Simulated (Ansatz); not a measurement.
**CCSD(T) against full CI for several species**

Each species is computed at the geometry given (Å), with frozen cores, in Ansatz 0.2.0: RHF-CCSD(T) for singlets, UHF-CCSD(T) otherwise, and full CI in the same basis. The program picks the determinant by trial CCSD, so it needn't be the lowest Hartree–Fock solution. States: CH2 A1, HO Π, SO Σ⁻ or Δ. Cases whose determinant has another symmetry than full CI's state, or whose (Q) step broke down, weren't drawn.

Q: Judging by size, spin and bonding, rank them by the size of CCSD(T)'s error in total energy against full CI in the same basis, smallest first (an estimate).
A. CH₂, singlet, cc-pVTZ: C 0.000 0.000 0.100; H 0.000 0.862 -0.597; H 0.000 -0.862 -0.597
B. HO, doublet, cc-pVDZ: O 0.000 0.000 0.000; H 0.000 0.000 0.979
C. SO, triplet, 6-31G: O 0.000 0.000 0.000; S 0.000 0.000 1.524

A: B (11.8 meV), A (28.2 meV), C (50.9 meV).

```
     species    basis  correlated electrons  CCSD(T) − full CI (meV)  CCSDT(Q) − full CI (meV)  unpaired electrons (full CI)     T1  ⟨S²⟩ of the determinant
 HO, doublet  cc-pVDZ                     7                     11.8                      -0.4                          1.01  0.006                     0.75
CH2, singlet  cc-pVTZ                     6                     28.2                       1.0                          0.10  0.009                     0.00
 SO, triplet    6-31G                    12                     50.9                       0.1                          2.04  0.016                     2.03
```

Unpaired electrons are Σ n²(2−n)² over natural occupations; an open shell counts its own unpaired electrons too. Frozen cores follow each run's orbitals, which moves totals by a few meV.
